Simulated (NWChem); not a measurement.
System: hydrogen chloride (HCl); SMILES Cl

Excerpt of the output:

```
             Northwest Computational Chemistry Package (NWChem) 7.3.0
             --------------------------------------------------------

 ORDER OF PRIMARY AXIS IS BEING SET TO 4
 C4V symmetry detected

                             Geometry "geometry" -> ""
                             -------------------------

 Output coordinates in angstroms (scale by  1.889725989 to convert to a.u.)

  No.       Tag          Charge          X              Y              Z
 ---- ---------------- ---------- -------------- -------------- --------------
    1 Cl                  17.0000     0.00000000     0.00000000     0.07200244
    2 H                    1.0000     0.00000000     0.00000000    -1.22404156

 Effective nuclear repulsion energy (a.u.)       6.9411325796

      Symmetry information
      --------------------

 Group name             C4v
 Group number             18
 Group order               8
 No. of unique centers     2

                                 NWChem DFT Module
                                 -----------------

 Summary of "ao basis" -> "ao basis" (spherical)
 ------------------------------------------------------------------------------
       Tag                 Description            Shells   Functions and Types
 ---------------- ------------------------------  ------  ---------------------
 Cl                        def2-tzvp                13       37   5s5p2d1f
 H                         def2-tzvp                 4        6   3s1p

      Symmetry analysis of basis
      --------------------------

        a1         17
        a2          0
        b1          3
        b2          3
        e          20

            General Information
            -------------------
          SCF calculation type: DFT
          Wavefunction type:  closed shell.
          No. of atoms     :     2
          No. of electrons :    18
           Alpha electrons :     9
            Beta electrons :     9
          Charge           :     0
          Spin multiplicity:     1
          Use of symmetry is: on ; symmetry adaption is: on
          Maximum number of iterations: 150
          AO basis - number of functions:    43
                     number of shells:    17
          Convergence on energy requested:  1.00D-06
          Convergence on density requested:  1.00D-05
          Convergence on gradient requested:  5.00D-04

              XC Information
              --------------
                         PBE0 Method XC Functional
                     Hartree-Fock (Exact) Exchange  0.250
          PerdewBurkeErnzerhof Exchange Functional  0.750
            Perdew 1991 LDA Correlation Functional  1.000 local
           PerdewBurkeErnz. Correlation Functional  1.000 non-local

             Grid Information
             ----------------
          Grid used for XC integration:  medium
          Radial quadrature: Mura-Knowles
          Angular quadrature: Lebedev.
          Tag              B.-S. Rad. Rad. Pts. Rad. Cut. Ang. Pts.
          ---              ---------- --------- --------- ---------
          Cl                  1.00       88           7.0       590
          H                   0.35       45           7.0       434
          Grid pruning is: on
          Number of quadrature shells:   133
          Spatial weights used:  Erf1

      Superposition of Atomic Density Guess
      -------------------------------------

 Sum of atomic energies:        -459.97749781

      Non-variational initial energy
      ------------------------------

 Total energy =    -460.035397
 1-e energy   =    -648.998455
 2-e energy   =     182.021926
 HOMO         =      -0.446715
 LUMO         =       0.069175

      Symmetry analysis of molecular orbitals - initial
      -------------------------------------------------

 !! scf_movecs_sym_adapt:    6 vectors were symmetry contaminated

  Symmetry fudging

 !! scf_movecs_sym_adapt:    4 vectors were symmetry contaminated

  Numbering of irreducible representations:

     1 a1          2 a2          3 b1          4 b2          5 e

  Orbital symmetries:

     1 a1          2 a1          3 a1          4 e           5 e
     6 a1          7 a1          8 e           9 e          10 a1
    11 a1         12 e          13 e          14 a1         15 e
    16 e          17 b1         18 b2         19 a1

     ---------------------------------------------
      Total Density - Mulliken Population Analysis
     ---------------------------------------------

    Atom       Charge   Shell Charges
 -----------   ------   -------------------------------------------------------
    1 Cl  17    17.39   2.01  0.45  1.52  1.10  0.84  4.19  1.69  1.11  2.91  1.56  0.01  0.01  0.00
    2 H    1     0.61   0.17  0.33  0.08  0.03

   convergence    iter        energy       DeltaE   RMS-Dens  Diis-err
 ---------------- ----- ----------------- --------- --------- ---------
 d= 0,ls=0.0,diis     1   -460.6450760253 -4.68D+02  7.30D-03  4.12D-01
 d= 0,ls=0.0,diis     2   -460.6553122504 -1.02D-02  4.66D-03  6.43D-02
 d= 0,ls=0.0,diis     3   -460.6613769808 -6.06D-03  1.74D-03  2.22D-02
 d= 0,ls=0.0,diis     4   -460.6642165775 -2.84D-03  1.13D-04  4.11D-05
 d= 0,ls=0.0,diis     5   -460.6642205609 -3.98D-06  2.87D-05  5.66D-06
 d= 0,ls=0.0,diis     6   -460.6642210342 -4.73D-07  3.60D-06  4.90D-08

         Total DFT energy =     -460.664221034155
      One electron energy =     -649.858178901511
           Coulomb energy =      210.702077033905
    Exchange-Corr. energy =      -28.449251746148
 Nuclear repulsion energy =        6.941132579600

 Numeric. integr. density =       18.000002763133

                  Occupations of the irreducible representations
                  ----------------------------------------------

                     irrep           alpha         beta
                     --------     --------     --------
                     a1                5.0          5.0
                     a2                0.0          0.0
                     b1                0.0          0.0
                     b2                0.0          0.0
                     e                 4.0          4.0

                       DFT Final Molecular Orbital Analysis
                       ------------------------------------

 Vector    7  Occ=2.000000D+00  E=-4.843066D-01  Symmetry=a1
              MO Center= -7.5D-17, -2.8D-16, -1.5D-01, r^2= 1.3D+00
   Bfn.  Coefficient  Atom+Function         Bfn.  Coefficient  Atom+Function
  ----- ------------  ---------------      ----- ------------  ---------------
    17      0.420252  1 Cl pz                39     -0.257443  2 H  s
     5      0.240658  1 Cl s                  4      0.216205  1 Cl s
    14      0.206644  1 Cl pz                20      0.189563  1 Cl pz
     8     -0.170689  1 Cl pz                38     -0.157810  2 H  s
     3     -0.155624  1 Cl s                 11     -0.081766  1 Cl pz

 Vector    8  Occ=2.000000D+00  E=-3.453348D-01  Symmetry=e
              MO Center=  2.0D-15, -1.9D-15,  4.0D-02, r^2= 1.2D+00
   Bfn.  Coefficient  Atom+Function         Bfn.  Coefficient  Atom+Function
  ----- ------------  ---------------      ----- ------------  ---------------
    15      0.438593  1 Cl px                16     -0.323320  1 Cl py
    18      0.293698  1 Cl px                19     -0.216507  1 Cl py
    12      0.207663  1 Cl px                 6     -0.168243  1 Cl px
    13     -0.153084  1 Cl py                 7      0.124025  1 Cl py
     9     -0.078970  1 Cl px                10      0.058215  1 Cl py

 Vector    9  Occ=2.000000D+00  E=-3.453348D-01  Symmetry=e
              MO Center=  3.3D-18, -4.6D-16,  4.0D-02, r^2= 1.2D+00
   Bfn.  Coefficient  Atom+Function         Bfn.  Coefficient  Atom+Function
  ----- ------------  ---------------      ----- ------------  ---------------
    16      0.438593  1 Cl py                15      0.323320  1 Cl px
    19      0.293698  1 Cl py                18      0.216507  1 Cl px
    13      0.207663  1 Cl py                 7     -0.168243  1 Cl py
    12      0.153084  1 Cl px                 6     -0.124025  1 Cl px
    10     -0.078970  1 Cl py                 9     -0.058215  1 Cl px

 Vector   10  Occ=0.000000D+00  E= 7.639743D-03  Symmetry=a1
              MO Center= -1.8D-15,  1.1D-15, -9.1D-01, r^2= 2.9D+00
   Bfn.  Coefficient  Atom+Function         Bfn.  Coefficient  Atom+Function
  ----- ------------  ---------------      ----- ------------  ---------------
    40      1.271474  2 H  s                  5     -0.797972  1 Cl s
    20      0.705454  1 Cl pz                39      0.305397  2 H  s
    17      0.292833  1 Cl pz                 4     -0.162353  1 Cl s
     3      0.152037  1 Cl s                 14      0.151612  1 Cl pz
    38      0.123675  2 H  s                  8     -0.110325  1 Cl pz

 Vector   11  Occ=0.000000D+00  E= 1.899582D-01  Symmetry=a1
              MO Center= -5.2D-14,  5.9D-14, -8.7D-01, r^2= 2.9D+00
   Bfn.  Coefficient  Atom+Function         Bfn.  Coefficient  Atom+Function
  ----- ------------  ---------------      ----- ------------  ---------------
    40     -1.208634  2 H  s                 39      1.106320  2 H  s
    20      0.319189  1 Cl pz                28      0.185163  1 Cl d  0
    23      0.159500  1 Cl d  0              17      0.132361  1 Cl pz
    38      0.120856  2 H  s                  4      0.103317  1 Cl s
    43      0.046799  2 H  pz                 5      0.031408  1 Cl s

 Vector   12  Occ=0.000000D+00  E= 3.560344D-01  Symmetry=e
              MO Center= -1.7D-14, -6.7D-15,  4.3D-02, r^2= 3.2D+00
   Bfn.  Coefficient  Atom+Function         Bfn.  Coefficient  Atom+Function
  ----- ------------  ---------------      ----- ------------  ---------------
    19      1.333124  1 Cl py                16     -1.104680  1 Cl py
    18      0.268500  1 Cl px                15     -0.222490  1 Cl px
     7      0.159835  1 Cl py                27     -0.073609  1 Cl d -1
    13     -0.053945  1 Cl py                10      0.032492  1 Cl py
     6      0.032192  1 Cl px

     ---------------------------------------------
      Total Density - Mulliken Population Analysis
     ---------------------------------------------

    Atom       Charge   Shell Charges
 -----------   ------   -------------------------------------------------------
    1 Cl  17    17.25   2.01  0.43  1.52  1.13  0.84  4.19  1.67  1.13  2.79  1.50  0.01  0.02  0.00
    2 H    1     0.75   0.23  0.43  0.06  0.03

     -------------------------------------------
      Total Density - Lowdin Population Analysis
     -------------------------------------------

    Atom       Charge   Shell Charges
 -----------   ------   -------------------------------------------------------
    1 Cl  17    17.06   1.98  0.84  1.14  0.94  0.85  3.93  1.90  1.26  2.51  1.68  0.01  0.03  0.00
    2 H    1     0.94   0.23  0.41  0.19  0.11

     Multipole analysis of the density
     ---------------------------------

     L   x y z        total         alpha         beta         nuclear
     -   - - -        -----         -----         ----         -------
     0   0 0 0     -0.000000     -9.000000     -9.000000     18.000000

     1   1 0 0      0.000000      0.000000      0.000000      0.000000
     1   0 1 0     -0.000000     -0.000000     -0.000000      0.000000
     1   0 0 1     -0.503112     -0.251556     -0.251556     -0.000000

     2   2 0 0    -10.344459     -5.172230     -5.172230      0.000000
     2   1 1 0      0.000000      0.000000      0.000000      0.000000
     2   1 0 1      0.000000      0.000000      0.000000      0.000000
     2   0 2 0    -10.344459     -5.172230     -5.172230      0.000000
     2   0 1 1     -0.000000     -0.000000     -0.000000      0.000000
     2   0 0 2     -7.561509     -6.613344     -6.613344      5.665178
```

Level: PBE0/def2-TZVP. Structure relaxed at the PBE-D3(BJ)/def2-SVP level.

Question: Reconstruct the input file.

Answer: Several could match; the one computed here: the input that was run:
```
start job
memory heap 200 mb stack 900 mb global 1100 mb
geometry units angstroms noautoz
  Cl     0.000000     0.000000     0.080452
  H      0.000000     0.000000    -1.215592
end
basis spherical
  Cl library def2-tzvp
  H library def2-tzvp
end
dft
  xc pbe0
  iterations 150
  mulliken
end
task dft energy
```
